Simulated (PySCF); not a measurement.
## Bond length, frequency and bond energy of PO⁻ by level of theory

State: ³Σ⁻ (triplet), unpaired electrons π ↑↑. Set-up: basis P aug-cc-pVDZ-DK, O aug-cc-pVDZ-DK; spin-free X2C with a Gaussian nucleus; PySCF 2.14. De refers to P + O⁻ in their high-spin ground configurations, without counterpoise correction. The functionals are run spin-unrestricted. A positive dipole points towards O; it is taken about the centre of mass and depends on that origin.

```json
{"Level": "UHF-MP2", "Re (Å)": "1.604", "ωe (cm⁻¹)": "935", "De (eV)": "n/a", "μ (D)": "n/a", "CPU s a point (SCF and correlation, without the integrals)": "0.36"}
{"Level": "UHF-SCS-MP2", "Re (Å)": "1.598", "ωe (cm⁻¹)": "956", "De (eV)": "n/a", "μ (D)": "n/a", "CPU s a point (SCF and correlation, without the integrals)": "n/a"}
{"Level": "UHF-CCSD", "Re (Å)": "1.591", "ωe (cm⁻¹)": "981", "De (eV)": "n/a", "μ (D)": "n/a", "CPU s a point (SCF and correlation, without the integrals)": "n/a"}
{"Level": "UHF-CCSD(T)", "Re (Å)": "1.602", "ωe (cm⁻¹)": "944", "De (eV)": "n/a", "μ (D)": "n/a", "CPU s a point (SCF and correlation, without the integrals)": "7.6"}
{"Level": "LDA", "Re (Å)": "1.584", "ωe (cm⁻¹)": "976", "De (eV)": "6.60", "μ (D)": "0.10", "CPU s a point (SCF and correlation, without the integrals)": "0.58"}
{"Level": "PBE", "Re (Å)": "1.600", "ωe (cm⁻¹)": "942", "De (eV)": "5.72", "μ (D)": "0.03", "CPU s a point (SCF and correlation, without the integrals)": "1.2"}
{"Level": "r²SCAN", "Re (Å)": "1.585", "ωe (cm⁻¹)": "980", "De (eV)": "5.52", "μ (D)": "0.00", "CPU s a point (SCF and correlation, without the integrals)": "1.4"}
{"Level": "PBE0", "Re (Å)": "1.577", "ωe (cm⁻¹)": "1010", "De (eV)": "5.41", "μ (D)": "-0.17", "CPU s a point (SCF and correlation, without the integrals)": "1.3"}
{"Level": "B97-3", "Re (Å)": "1.582", "ωe (cm⁻¹)": "1001", "De (eV)": "5.48", "μ (D)": "-0.18", "CPU s a point (SCF and correlation, without the integrals)": "0.74"}
{"Level": "LC-ωPBE", "Re (Å)": "1.570", "ωe (cm⁻¹)": "1051", "De (eV)": "5.25", "μ (D)": "-0.45", "CPU s a point (SCF and correlation, without the integrals)": "1.1"}
{"Level": "B2PLYP", "Re (Å)": "1.596", "ωe (cm⁻¹)": "945", "De (eV)": "5.30", "μ (D)": "-0.65", "CPU s a point (SCF and correlation, without the integrals)": "0.92"}
```

**Question.** What does a quarter of exact exchange do here, going from PBE to PBE0?

**Answer.** PBE0 less PBE: -2.3 pm in Re, +7.2 % in ωe, -0.31 eV in De. Exact exchange removes part of the self-interaction that spreads semilocal densities, and in most molecules shortens and stiffens the bond and lowers De; so it does here.

**Question.** What does the step from GGA to meta-GGA do here, going from PBE to r²SCAN?

**Answer.** r²SCAN less PBE: -1.5 pm in Re, +4.0 % in ωe, -0.20 eV in De. 

**Question.** What does the triples do here, going from UHF-CCSD to UHF-CCSD(T)?

**Answer.** UHF-CCSD(T) less UHF-CCSD: +1.1 pm in Re, -3.8 % in ωe. Correlation nearly always deepens the well. The bond lengthens, as in strong covalent bonds, where excitations into antibonding orbitals dominate.

Correlated steps freeze 6 core orbitals. For an ion De counts to the pair picked by the measured ionisation energies or electron affinities, which need not be the lowest pair at this level. The highest Kohn–Sham level is positive in this anion. Much of that is self-interaction error, but it also means that the finite basis helps to hold the extra electron. B2PLYP dipoles, levels and charges come from its SCF part alone. The state was picked by a PBE0 search and need not be the measured ground state.

The whole job (state search and all levels along the bond) took about 3.5 min on 1 thread of Arm Neoverse N1 (shared host), peak memory 0.6 GiB.
